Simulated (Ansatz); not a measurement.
# CH8AlN: the cost of one run

Program: Ansatz 0.2.0. Level of theory: RKS r2SCAN/def2-SVP. These are calculated values, not measurements.

### 1 The system as given

Bond lengths: C1–N2 1.462 Å, N2–Al3 2.044 Å, C1–H4 1.093 Å, C1–H5 1.089 Å, C1–H6 1.089 Å, N2–H7 1.019 Å, N2–H8 1.019 Å, Al3–H9 1.573 Å, Al3–H10 1.571 Å, Al3–H11 1.571 Å. Angles (14 of 18 angles, heavy atoms first): C1–N2–Al3 112.1°, C1–N2–H7 110.2°, C1–N2–H8 110.2°, Al3–N2–H7 108.5°, Al3–N2–H8 109.0°, N2–C1–H4 112.8°, N2–C1–H5 108.6°, N2–C1–H6 108.6°, N2–Al3–H9 95.7°, N2–Al3–H10 98.7°, N2–Al3–H11 98.9°, H7–N2–H8 106.6°, H4–C1–H5 109.5°, H4–C1–H6 109.5°.

As a file:

```xyz
11

C     1.2196    0.1065   -0.6037
N     0.3876   -0.2125    0.5550
Al   -1.6019    0.0629    0.1730
H     2.2864   -0.0275   -0.4078
H     0.9194   -0.5319   -1.4328
H     1.0300    1.1387   -0.8931
H     0.6489    0.3720    1.3479
H     0.5400   -1.1781    0.8429
H    -2.0979   -0.3778    1.5990
H    -1.5685    1.5975   -0.1633
H    -1.7638   -0.9500   -1.0171
```

### 2 End point A

The input, input.yaml:

```yaml
crystal:
  periodic: [false, false, false]
  atoms:
    - { symbol: C, position_ang: [1.21965, 0.10651, -0.60372] }
    - { symbol: "N", position_ang: [0.38759, -0.21248, 0.55496] }
    - { symbol: Al, position_ang: [-1.60191, 0.06287, 0.17302] }
    - { symbol: H, position_ang: [2.28641, -0.02749, -0.4078] }
    - { symbol: H, position_ang: [0.91944, -0.53185, -1.43282] }
    - { symbol: H, position_ang: [1.03005, 1.13874, -0.89311] }
    - { symbol: H, position_ang: [0.64893, 0.37203, 1.34793] }
    - { symbol: H, position_ang: [0.53998, -1.1781, 0.8429] }
    - { symbol: H, position_ang: [-2.0979, -0.37776, 1.59895] }
    - { symbol: H, position_ang: [-1.56846, 1.59752, -0.16325] }
    - { symbol: H, position_ang: [-1.76377, -0.94999, -1.01706] }
basis:
  gaussian: { orbitals: def2-SVP }
hamiltonian:
  xc: r2scan
relax:
  f_tol: 0.015
  max_steps: 40
```

The run is started by

```bash
> ansatz run input.yaml --threads 2 --pin off --max-ram 3072MiB --backend cpu --events-out ev --progress --plain --runs-dir out
```

Q: Estimate wall time and peak memory on 2 threads of INTEL XEON PLATINUM 8581C at 2.10GHz (Emerald Rapids), shared host.

About 8.5 s, with a peak of 0.16 GiB.
